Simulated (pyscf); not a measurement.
# Multi-bond step: H₂N–SiH(NH₂)–NH₂ + HF → H₂N–Si:–NH₂ [singlet] + NH₃ + HF

Gas phase, singlet surface, charge 0. Bonds broken: Si2–N4, Si2–H7, F12–H13. Bonds formed: N4–H13, H7–F12. Optimised with ωB97X-D3(BJ)/def2-SVP in PySCF.

Transition state (Å):

```xyz
13

N      1.7081     0.3905     0.2731
Si     0.2045     0.6615     1.0973
N     -0.5695    -0.8635     1.4028
N     -0.9337     1.3427    -0.3603
H      1.9737    -0.4938    -0.1473
H      2.5224     0.9307     0.5412
H     -0.3318     2.0564     1.8209
H     -1.0741    -0.9944     2.2720
H     -0.2348    -1.7472     1.0343
H     -1.6956     0.7201    -0.6312
H     -0.4272     1.6560    -1.1889
F     -1.2352     2.9430     1.5558
H     -1.2901     2.1770     0.2179
```

One imaginary mode, 1079i cm⁻¹; descent along it reached the two sides named, in the forms told below.

```tsv
bond	change	reactant side (Å)	saddle	product side
Si2–N4	breaks	1.785	1.971	2.090
Si2–H7	breaks	1.492	1.660	2.190
F12–H13	breaks	0.969	1.543	2.028
N4–H13	forms	1.658	1.076	1.026
H7–F12	forms	3.9	1.293	0.966
```

Electronic energies relative to the separated reactants (kcal/mol):

| level | barrier | reaction energy | reverse barrier |
|---|---|---|---|
| ωB97X-D3(BJ)/def2-TZVP | 34.9 | +47.9 | -13.0 |
| PBE/def2-TZVP | 24.5 | +40.1 | -15.6 |
| r²SCAN/def2-TZVP | 30.6 | +47.0 | -16.4 |
| B3LYP-D3(BJ)/def2-TZVP | 31.4 | +43.2 | -11.8 |
| PBE0-D3(BJ)/def2-TZVP | 30.6 | +45.8 | -15.2 |
| M06-2X/def2-TZVP | 37.2 | +46.0 | -8.9 |
| ωB97M-D3(BJ)/def2-TZVP | 34.7 | +43.6 | -8.9 |
| HF/def2-TZVP | 55.7 | +46.1 | 9.6 |

With ωB97M-D3(BJ)/def2-TZVP energies and thermal terms (ideal gas, 1 atm, RRHO with modes under 100 cm⁻¹ raised to 100, one conformer, R ln 2 for chiral ones without a mode under 150 cm⁻¹), in kcal/mol:

```
T (K)   ΔH‡   ΔG‡     ΔH     ΔG
-----  ----  ----  -----  -----
298    34.4  43.5  +43.9  +33.8
600    34.0  53.0  +43.0  +23.8
900    34.1  62.4  +41.7  +14.5
1200   34.3  71.8  +40.3   +5.7
```

On the reactant side the descent ends in a bound adduct (not fully relaxed), 12.0 kcal/mol under the separated species and 46.9 kcal/mol under the saddle at ωB97X-D3(BJ)/def2-TZVP. On the product side the descent ends in an adduct with a N–Si contact, 20.4 kcal/mol under the separated species and 7.4 kcal/mol under the saddle at ωB97X-D3(BJ)/def2-TZVP. At ωB97X-D3(BJ)/def2-TZVP, PBE, r²SCAN, B3LYP-D3(BJ), PBE0-D3(BJ), M06-2X, ωB97M-D3(BJ) the saddle lies under the separated products, which points to a path from their complex (located at ωB97X-D3(BJ) alone), and parting the products costs more than the saddle. What is counted as broken (N–Si) persists as a longer contact in the product adduct; parting that adduct is a step of its own. This saddle turned up in a search for another step; its sides and bond changes are read from the two ends of the descent. The same reactants have a lower exit, to NH₃ + H₂N–SiH(NH₂)–F (barrier +1.6 kcal/mol at ωB97M-D3(BJ)/def2-TZVP, against +34.7 kcal/mol here). One saddle was located; it need not be the lowest between these sides.
